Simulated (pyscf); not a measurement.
H₂Ga–SeH + HF → F–GaH–SeH + H₂, a four-centre exchange (singlet surface; Ga–H, F–H broken, F–Ga, H–H formed). Structures and frequencies: ωB97X-D3(BJ)/def2-SVP in PySCF. Energies in eV from the separated reactants.

Small-basis levels: PySCF, no dispersion term, spherical d functions. AM1 to PM7: differences of heats of formation from MOPAC, which are fitted to 298 K values and so differ in kind from electronic energies by zero-point and thermal terms. Cost: rough CPU time at the saddle relative to B3LYP/6-31G*+LANL2DZ, from one job on a shared machine.

| level | barrier | reaction energy | cost |
|---|---|---|---|
| HF/STO-3G | 1.31 | -0.52 | 0.2 |
| HF/6-31G*+LANL2DZ | 0.85 | -1.06 | 0.1 |
| MP2/6-31G*+LANL2DZ | 0.21 | -1.52 | 0.2 |
| SVWN5/6-31G*+LANL2DZ | -0.55 | -1.26 | 0.9 |
| PBE/6-31G*+LANL2DZ | -0.21 | -1.34 | 1 |
| B3LYP/def2-SVP | 0.08 | -0.95 | 2 |
| PM3 | 0.14 | -1.68 | under 0.02 |
| PM6 | 1.13 | -1.41 | under 0.02 |
| PM7 | 0.66 | -2.17 | under 0.02 |
| ωB97M-D3(BJ)/def2-TZVP | 0.35 | -0.77 | – |

Against the last row the barrier runs from -0.90 (SVWN5/6-31G*+LANL2DZ) to +0.96 eV (HF/STO-3G). At SVWN5/6-31G*+LANL2DZ, PBE/6-31G*+LANL2DZ this geometry lies under one side, so the entry may be no barrier of that level: it is a single point on another level's saddle. ωB97M-D3(BJ)/def2-TZVP has limits of its own. On the reactant side the descent ends in a complex (not fully relaxed), 0.26 eV under the separated species and 0.56 eV under the saddle at ωB97X-D3(BJ)/def2-TZVP. At the saddle there is also a short Ga–H contact that neither side keeps. The same reactants have a lower exit, to H₂Se + F–GaH₂ (highest point, the separated products, at +0.07 eV at ωB97M-D3(BJ)/def2-TZVP, against +0.35 eV here). This is the saddle that the search found; another between the same sides may lie lower. In the def2 sets elements up to Kr have no core potential.
